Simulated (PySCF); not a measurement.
Species: C₃H₄N₂S.
Atom-mapped SMILES: `[NH2:1][c:2]1[cH:3][n:4][s:5][cH:6]1` (hydrogens: H7, H8 on N1; H9 on C3; H10 on C6)

Geometry (PBE0-D3(BJ)/def2-SVP, Å), atoms numbered from 1 in this order:
```xyz
10
C3H4N2S angstrom
N     -1.6472   -0.1007   -0.1931
C     -0.2852    0.0832   -0.0368
C      0.6216   -0.9699    0.3171
N      1.8942   -0.6658    0.3765
S      2.1007    0.9279   -0.0006
C      0.4323    1.2419   -0.2461
H     -2.0434   -0.8453    0.3672
H     -2.2070    0.7410   -0.1464
H      0.3104   -1.9975    0.5340
H      0.0547    2.2237   -0.5303
```

Computed at PBE0/pcSseg-1 (PySCF, non-relativistic), with Q(14N) = 0.02044 b, Q(33S) = −0.0678 b: N1, 14N (I = 1): χzz = -5.520 MHz, η = 0.131; N4, 14N (I = 1): χzz = -4.520 MHz, η = 0.315; S5, 33S (I = 3/2): χzz = -37.08 MHz, η = 0.600.

Q: Where would the pure quadrupole (NQR) lines of 14N at N1 fall for the rigid, isolated species?

A: From ν± = (3/4)|χ|(1 ± η/3) and ν0 = |χ|η/2: ν+ 4.321 MHz, ν− 3.959 MHz, ν0 0.362 MHz (aniline-type nitrogen).

Q: Find the zero-field quadrupole resonance frequencies of 14N at N4.

A: From ν± = (3/4)|χ|(1 ± η/3) and ν0 = |χ|η/2: ν+ 3.747 MHz, ν− 3.034 MHz, ν0 0.713 MHz (pyridine-type nitrogen).

Q: Where would the pure quadrupole (NQR) lines of 33S at S5 fall for the rigid, isolated species?

A: From ν = (|χ|/2)√(1 + η²/3): ν = 19.62 MHz (ring sulfur).

In a crystal, neighbours and librations shift these lines. These gradients aren't converged with respect to the basis.
